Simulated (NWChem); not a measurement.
System: carbonyl sulfide (COS); SMILES O=C=S

NWChem input:

```
start job
memory heap 200 mb stack 900 mb global 1100 mb
geometry units angstroms noautoz
  O     -1.676535     0.026960     0.022296
  C     -0.520351     0.008350     0.006924
  S      1.043153    -0.016772    -0.013873
end
basis spherical
  O library 3-21g
  C library 3-21g
  S library 3-21g
end
dft
  xc hfexch
  iterations 150
  mulliken
end
task dft energy
```

Geometry: optimised at PBE0/def2-SVP.

Give the results of this calculation. (Hartree-Fock/3-21G.) Quantities: basis functions; energy (Ha); highest occupied level (eV); orbital gap (eV); dipole (D).


- number of basis functions: 31
- energy (Ha): -507.66
- highest occupied level (eV): -11.35
- orbital gap (eV): 14.63
- dipole (D): 0.06
